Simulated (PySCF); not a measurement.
**How the method changes the constants of SiCl⁺**

State: ¹Σ⁺ (singlet), closed shell. Set-up: Si pcseg-1, Cl pcseg-1; no relativity (PySCF 2.14). De refers to Si⁺ + Cl in their high-spin ground configurations, without counterpoise correction. A positive dipole points towards Cl; it is taken about the centre of mass and depends on that origin.

```csv
Level,Re (Å),ωe (cm⁻¹),De (eV),μ (D),"CPU s a point (SCF and correlation, without the integrals)"
RHF,1.953,690,3.31,-3.97,0.019
RHF-MP2,1.961,683,4.65,n/a,0.029
RHF-SCS-MP2,1.963,680,4.50,n/a,n/a
RHF-CCSD,1.962,680,4.40,n/a,n/a
RHF-CCSD(T),1.968,669,4.54,n/a,0.16
PBE,1.990,628,5.13,-3.45,0.34
BP86,1.993,624,5.08,-3.49,0.26
TPSS,1.984,636,4.96,-3.42,0.53
r²SCAN,1.972,653,5.03,-3.40,0.71
PBE0,1.967,663,4.88,-3.55,0.51
ωB97X,1.956,685,4.78,-3.64,0.35
B2PLYP,1.973,655,4.70,-3.87,0.28
```

Q: Which functional lies closest to RHF-CCSD(T) in De, which farthest, and by how much do they differ from it?

A: Closest is B2PLYP (+0.5 pm in Re, -2.1 % in ωe, +0.16 eV in De against RHF-CCSD(T) in the same basis), farthest PBE (+2.2 pm in Re, -6.1 % in ωe, +0.59 eV in De). CCSD(T) converges more slowly with the basis than the functionals do and binds too weakly in this one, so the order can change at the basis-set limit.

Q: What does a quarter of exact exchange do here, going from PBE to PBE0?

A: PBE0 less PBE: -2.3 pm in Re, +5.6 % in ωe, -0.25 eV in De. Exact exchange removes part of the self-interaction that spreads semilocal densities, and in most molecules shortens and stiffens the bond and lowers De; so it does here.

Q: What does the step from GGA to meta-GGA do here, going from PBE to r²SCAN?

A: r²SCAN less PBE: -1.8 pm in Re, +4.0 % in ωe, -0.10 eV in De. 

Correlated steps freeze 10 core orbitals. Correlated levels converge slowly with the basis: in double zeta they bind strong bonds too weakly, by up to about 1 eV, and carry superposition errors of some tenths. For an ion De counts to the pair picked by the measured ionisation energies or electron affinities, which need not be the lowest pair at this level. Where the molecule has an RHF reference, its open-shell atoms are computed with UHF. B2PLYP dipoles, levels and charges come from its SCF part alone. The CCSD T1 diagnostic is raised, a sign that a single reference may not be enough here.

The whole job (state search and all levels along the bond) took about 0.79 min on 1 thread of Arm Neoverse V2 (shared host), peak memory 0.41 GiB.
